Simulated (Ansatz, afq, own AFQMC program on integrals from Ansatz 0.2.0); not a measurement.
AFQMC on a folder of integrals that Ansatz 0.2.0 wrote.

```yaml
crystal:
  periodic: [false, false, false]
  atoms:
    - {symbol: Ge, position_ang: [-1.052719, 0.000000, 0.000000]}
    - {symbol: H, position_ang: [-1.564169, 1.446599, 0.000000]}
    - {symbol: H, position_ang: [-1.564169, -0.723300, 1.252792]}
    - {symbol: H, position_ang: [-1.564169, -0.723299, -1.252792]}
    - {symbol: H, position_ang: [0.670281, 0.000000, 0.000000]}
    - {symbol: Cl, position_ang: [2.271281, 0.000000, 0.000000]}
basis:
  gaussian: {orbitals: cc-pVTZ}
magnetization: {spin_polarized: true, initial_magnetization: 1}
correlation: {method: ccsd_t, electrons: outside_noble_gas, hamiltonian_folder: ham}
```

```sh
$ ansatz run in.yaml --threads 1 --pin off --events-out ev --progress --plain --max-ram 24576MiB --backend cuda --devices 0, --max-vram 18GiB
```

afq runs on the folder ham with

```
--method phaseless --trial cisd --walkers 600 --populations 10 --least-time 60 --time-step 0.005 --steps-per-block 50 --equilibration-blocks 28 --max-blocks 4000 --target-error 0.00023 --factor-cut 1e-05 --start spin_pure --seed 7249 --release-times 0.24,0.51,0.99,1.5 --release-step 0.03 --release-every 4 --taylor-order 6
```

Times are imaginary, in 1/Eh. The walk had a cap of 240 s. With eight or more populations the least sampling time is a fifth of least-time, and the error comes from their spread. Filled inner d shells are frozen with the cores.

Log:

```
orbitals 114  electrons 8 7  factors 728 of 780
reference energy -2537.18835354 Eh
CCSD correlation -0.36828975 Eh in 11 cycles, weight of the determinant in the CISD state 0.8461
energy of the start -2537.554520 Eh
 block  time / (1/Eh)  mean weight  energy / Eh
     1     0.250  1.0002  -2537.548162
     2     0.500  0.9994  -2537.552172
     3     0.750  0.9998  -2537.557754
     4     1.000  1.0003  -2537.560534
     5     1.250  0.9998  -2537.562808
     7     1.750  1.0001  -2537.567828
     9     2.250  1.0014  -2537.568129
    13     3.250  1.0005  -2537.569127
    19     4.750  1.0006  -2537.572233
    25     6.250  0.9995  -2537.572217
    31     7.750  1.0005  -2537.572661
    37     9.250  0.9994  -2537.573660
    43    10.750  1.0007  -2537.571669
    49    12.250  0.9994  -2537.568051
    55    13.750  0.9998  -2537.566881
    61    15.250  0.9991  -2537.571552
    67    16.750  1.0003  -2537.568335
    73    18.250  0.9994  -2537.571984
    79    19.750  1.0005  -2537.568263
    85    21.250  1.0000  -2537.571209
    91    22.750  1.0004  -2537.568849
    97    24.250  0.9999  -2537.568421
   103    25.750  1.0003  -2537.571052
   109    27.250  0.9999  -2537.568600
   115    28.750  1.0020  -2537.570688
   121    30.250  1.0000  -2537.569957
   127    31.750  1.0001  -2537.568269
   133    33.250  0.9993  -2537.569729
   136    34.000  1.0006  -2537.572920
error from the spread of 10 populations
released: time / (1/Eh)  energy / Eh  error  mean overlap
  0.24  -2537.571001  0.000227  0.9901
  0.51  -2537.570894  0.000301  0.9971
  0.99  -2537.571126  0.000345  0.9839
  1.50  -2537.570968  0.000515  0.9792
energy -2537.570506 +/- 0.000220 Eh
(rows thinned)
```

The run passed its tests (sampling time, drift between the halves within three errors, error under three times the target), which doesn't prove that it has relaxed.

Against this walk (error 6.0 meV) on the same determinant: CCSD(T) 37.5 meV higher. The error is statistical and leaves out the bias of the constraint. Released to 0.99 1/Eh the energy moves by -17 ± 11 meV (both errors), within twice the noise.

Cautions: constraint bias not in the error; no relativity below Rb; no spin-orbit coupling; inner d shell frozen.

The walk took 2.2 min on 1 × NVIDIA H100 80GB HBM3 with 2 threads of AMD EPYC 7R13 Processor (Zen 3) (shared host) (the card was shared). The log's last line is the phaseless energy.

A walk keeps the symmetry of its determinant, which the program's search chose and which needn't be the lowest solution, so a lower state of the same spin and another symmetry isn't excluded.
